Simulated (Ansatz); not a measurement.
Basis-set extrapolation for C$_{2}$H$_{3}$N, SMILES `C#CN` (PBE0-D4/def2-TZVP geometry, frozen core, the Gaussian-basis code of Ansatz). Multiplicity 1, RHF reference.

```
                      def2-TZVPP   def2-QZVPP
                 HF  -131.907332  -131.913232
    MP2 correlation    -0.514309    -0.549384
CCSD(T) correlation    -0.553824    -0.585079
```

Energies in hartree. Use E(X) = E(∞) + A·exp(−7.88·√X) for Hartree–Fock and E(X) = E(∞) + B·X^(−2.97) for correlation, with X = 3 and 4.

Problem. What is the CCSD(T) energy at the basis-set limit?

Solution. HF limit: -131.913232 + (-0.005900) × 0.13774 = -131.91404. Correlation limit: -0.585079 + (-0.031255) × 0.74074 = -0.60823. Total: -132.52227 hartree, 160.5 kJ/mol below CCSD(T)/def2-TZVPP.
